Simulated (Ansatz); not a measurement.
# How far each method lies from UCCSDT(Q) for [CH3···H···Cl], doublet

Geometry: a point of a hydrogen-transfer path between rigid fragments, not a stationary point.

```
atom    x (Å)    y (Å)    z (Å)
   C  -1.9384   0.0000   0.0000
   H  -2.3016   1.0273   0.0000
   H  -2.3016  -0.5137   0.8897
   H  -2.3016  -0.5137  -0.8897
   H  -0.6894   0.0000   0.0000
  Cl   0.8726   0.0000   0.0000
```

Basis cc-pVDZ; Ansatz 0.2.0. Only valence electrons are correlated (noble-gas cores frozen), which leaves 15 electrons in 46 orbitals. Prefix R: restricted or restricted open-shell reference; prefix U: unrestricted. Active spaces: pair = (3e, 3o) about the gap; valence = (15e, 12o) chosen from the atoms' valence shells.

Full CI isn't at hand for all of this; UCCSDT(Q) serves as the reference, and is uncertain by about the last step of the cluster series. The frozen core follows each run's orbitals, which can shift R against U totals by a few meV.

For open shells CISD is restricted-active-space CI with the open shells as a complete middle space.

* UHF ⟨S²⟩: 0.783
* T1 diagnostic (RCCSD): 0.0155
* largest doubles amplitude (RCCSD): 0.059
* T1 diagnostic (UCCSD): 0.0106

| level | E − E(RHF) (eV) |
| --- | --- |
| UHF | -0.2739 |
| RMP2 | -8.1841 |
| UMP2 | -8.0930 |
| RCCSD | -9.1324 |
| UCCSD | -9.1406 |
| RCCSD(T) | -9.3274 |
| UCCSD(T) | -9.3260 |

Question: Estimate how far UCCSDT(Q) in cc-pVDZ lies from RCCSD(T). The table doesn't fix it; the size of (T) and the diagnostics are the guide.

Answer: UCCSDT(Q) in cc-pVDZ lies 0.73 kcal/mol below RCCSD(T), which is 16 % of the (T) step (-4.50 kcal/mol). The diagnostics are small and one determinant leads, so the series closes fast and only a small part of (T) is left.

The other levels:

```tsv
level	E − E(UCCSDT(Q)) (kcal/mol)	share of correlation (%)	wall time
CISD	24.12	88.82	7 s
BCCD(T)	0.75	99.65	4.3 s
RCCSDT	0.31	99.86	–
UCCSDT	0.29	99.87	–
RCCSDT(Q)	0.01	100.00	7.5 s (H100)
CASSCF (pair space)	200.99	6.87	–
NEVPT2 (pair space)	27.65	87.19	2.1 s
MRCISD (pair space)	21.12	90.21	–
MRCISD+Q (pair space)	2.21	98.98	5.5 s (H100)
CASSCF (valence space)	157.82	26.88	–
NEVPT2 (valence space)	36.15	83.25	7.5 s (H100)
MRCISD (valence space)	13.03	93.96	–
MRCISD+Q (valence space)	0.81	99.63	15 s (H100)
```

The correlation energy at UCCSDT(Q), counted from RHF, is -9.359 eV. That run took 6 s on 2 threads of AMD EPYC 7R13 with a shared H100 80 GB, shared host.

Times hold each run's SCF and search for its determinant on a shared host, so for small cases they say little of a method's own cost; rows without a card ran on 1 thread of AMD EPYC 7R13.

Natural occupations of CASSCF (valence space) about the gap: 1.983 1.977 1.977 1.971 1.001 0.030 0.021 0.021 0.019; effectively unpaired electrons, Σ n²(2−n)², 1.02.
